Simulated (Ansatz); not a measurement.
Reaction (SMILES): O[O] (O-OH) → [O-]O (an electron is taken up)
B3LYP-D3(BJ)/def2-TZVP geometries, fixed; electronic energies without zero-point terms; positive where energy is released.
Largest species:
```xyz
3

O      0.0587     0.7153    -0.0516
O      0.0423    -0.6096    -0.0011
H     -0.8076    -0.8455     0.4215
```
Charge 0, spin multiplicity 2.

Basis-set convergence of the adiabatic electron affinity at B2PLYP with Ansatz (a quantum-chemistry and plane-wave program). Cartesian d functions, on some or all atoms, in 6-31G*; all else is spherical. Cores are frozen. Open shells are unrestricted. No added dispersion term, no relativity. Functions are those of the species that has most. Reference: the value in aug-pcseg-3, 0.986 eV, itself unsure by roughly 0.006 eV (its mean distance from aug-cc-pVQZ, def2-QZVPPD).

```json
[
 {"basis": "6-31G", "functions": "20", "adiabatic electron affinity (eV)": "…"},
 {"basis": "pcseg-0", "functions": "20", "adiabatic electron affinity (eV)": "…"},
 {"basis": "def2-SV(P)", "functions": "30", "adiabatic electron affinity (eV)": "-0.469"},
 {"basis": "6-31G*", "functions": "32", "adiabatic electron affinity (eV)": "…"},
 {"basis": "def2-SVP", "functions": "33", "adiabatic electron affinity (eV)": "-0.452"},
 {"basis": "6-311+G**", "functions": "50", "adiabatic electron affinity (eV)": "0.894"},
 {"basis": "aug-cc-pVDZ", "functions": "55", "adiabatic electron affinity (eV)": "0.973"},
 {"basis": "aug-pcseg-1", "functions": "55", "adiabatic electron affinity (eV)": "1.051"},
 {"basis": "6-311++G(2d,2p)", "functions": "64", "adiabatic electron affinity (eV)": "0.921"},
 {"basis": "def2-TZVP", "functions": "68", "adiabatic electron affinity (eV)": "0.525"},
 {"basis": "pcseg-2", "functions": "74", "adiabatic electron affinity (eV)": "0.747"},
 {"basis": "def2-TZVPP", "functions": "76", "adiabatic electron affinity (eV)": "0.543"},
 {"basis": "6-311++G(3df,3pd)", "functions": "96", "adiabatic electron affinity (eV)": "0.914"},
 {"basis": "def2-TZVPPD", "functions": "97", "adiabatic electron affinity (eV)": "…"},
 {"basis": "aug-cc-pVTZ", "functions": "115", "adiabatic electron affinity (eV)": "0.993"},
 {"basis": "cc-pVQZ", "functions": "140", "adiabatic electron affinity (eV)": "0.567"},
 {"basis": "pcseg-3", "functions": "153", "adiabatic electron affinity (eV)": "0.936"},
 {"basis": "aug-cc-pVQZ", "functions": "206", "adiabatic electron affinity (eV)": "0.992"}
]
```

Question: Some entries are withheld; supply them.

Answer: 
- 6-31G, adiabatic electron affinity (eV): 0.142
- pcseg-0, adiabatic electron affinity (eV): -0.143
- 6-31G*, adiabatic electron affinity (eV): -0.400
- def2-TZVPPD, adiabatic electron affinity (eV): 0.969
